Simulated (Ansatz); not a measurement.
**B₂H+ (singlet): the correlation ladder, 6-31G**

The task here is to estimate one member of a computed series from the others.

Method: 6-31G, core rule «outside noble gas», up to 2 orbitals frozen; program: Ansatz 0.2.0, Gaussian basis.

The runs, in order: UHF; CCSD(T) on RHF; CCSD(T) on UHF; BCCD(T) on RHF; CISD; CCSDT(Q) on RHF; CCSDT(Q) on UHF; CISDTQ; CCSDTQ on RHF; CCSDTQ on UHF; CASSCF and MRCISD+Q, 6 electrons in 9 orbitals; CASSCF and NEVPT2, 6 electrons in 9 orbitals; Full CI; Full CI in the symmetry of the determinant.

17 further runs of the same task are left out: 1 for a mislabelled method, 5 that didn't finish, 11 set aside as unsound or not needed.

## The geometry

The geometry is a PBE0/def2-TZVP stationary point (not a proven minimum) of the parent state, kept for this charge and spin.

3 atoms, charge 1, spin multiplicity 1.

Atoms are counted from 1 here; the program's logs count them from 0.

Bond lengths: B1–B2 1.523 Å, B1–H3 1.177 Å. Angles: B2–B1–H3 180.0°.

Set-up of the first run:

Contents of in.yaml:

```yaml
crystal:
  periodic: [false, false, false]
  atoms:
    - {symbol: B, position_ang: [0.000000, 0.000000, 0.115089]}
    - {symbol: B, position_ang: [0.000000, 0.000000, -1.407623]}
    - {symbol: H, position_ang: [0.000000, 0.000000, 1.292533]}
basis:
  gaussian: {orbitals: 6-31G}
total_charge: 1
magnetization: {spin_polarized: true, initial_magnetization: 0}
hamiltonian: {xc: hf}
output: {orbitals: {seedname: orbitals}}
```

On the command line:

```console
$ ansatz run in.yaml --threads 1 --pin off --events-out ev --progress --plain --max-ram 2393MiB
```

Steps of the session up to this table: UHF; CCSD(T) on RHF; CCSD(T) on UHF; BCCD(T) on RHF; CISD; CCSDT(Q) on RHF; CCSDT(Q) on UHF; CISDTQ; CCSDTQ on RHF; CCSDTQ on UHF; CASSCF and MRCISD+Q, 6 electrons in 9 orbitals; CASSCF and NEVPT2, 6 electrons in 9 orbitals; Full CI; Full CI in the symmetry of the determinant.

One table of the session follows, with a row left open; its other results are not shown here.

```
          method  from FCI (kcal/mol)
  CASSCF valence               +10.92
  NEVPT2 valence                    ?
  MRCISD valence                +0.10
MRCISD+Q valence                -0.02
             FCI                    0
```

Q: Estimate the row for NEVPT2 valence from the others.

The run gave: from FCI (kcal/mol): +3.23. In the column «from FCI (kcal/mol)» it lies between MRCISD valence (+0.10) and CASSCF valence (+10.92).

Left out of the table: RHF, UHF, RMP2, UMP2, CISD, RCCSD, UCCSD, RCCSD(T), UCCSD(T), BCCD(T), RCCSDT, UCCSDT, CISDTQ, RCCSDT(Q), UCCSDT(Q), RCCSDTQ, UCCSDTQ (another determinant or state than the rows shown).

Caveats from the session: The determinant is far from a pure spin state, so its energy mixes those of several spin states (harmless only where they are near-degenerate, as at dissociation).
